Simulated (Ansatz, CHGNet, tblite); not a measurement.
**How well does each level of theory give the elastic constant C44 of zinc-blende GaAs?**

Reference value: 60 GPa (measured, temperature not stated, not corrected to a static lattice; as tabulated in Råsander and Moram (2015), arXiv:1505.02379).

Task: Put these levels in order of the elastic constant C44 that they give for zinc-blende GaAs, smallest first: CHGNet 0.3.0, GFN2-xTB (tblite), PBE-D3(BJ) (Ansatz, an electronic-structure program), PBE0 (Ansatz).

Result: CHGNet 0.3.0 (8.50 GPa), GFN2-xTB (19.6 GPa), PBE-D3(BJ) (54.7 GPa), PBE0 (60.4 GPa)

Unless a cell is named, each level is at its own relaxed cell (GFN2-xTB 27.62, CHGNet 0.3.0 23.67, PBE-D3(BJ) 22.85, PBE0 22.87 Å³/atom).

Differences against the reference: GFN2-xTB -67 %, CHGNet 0.3.0 -86 %, PBE-D3(BJ) -8.8 %, PBE0 +0.7 %.

The measured value isn't corrected to a static lattice, so vibrations enter the comparison. A static lattice is as a rule stiffer than a warm one, by over a tenth in soft solids.  PBE-D3(BJ): the dispersion coefficients are held fixed in the derivatives. GFN2-xTB: the method was fitted mainly to molecules. GFN2-xTB: the run uses a supercell at the zone centre in place of a k mesh. Each level is taken at its own relaxed cell. K meshes differ between the levels. Ansatz's density-functional and Hartree–Fock values are scalar-relativistic unless marked +SOC, with PAW data made under PBE.

Machine-learned potentials (CHGNet 0.3.0) are trained on DFT data: a solid inside that data is no test of them.

Differences are worked out from the printed values.
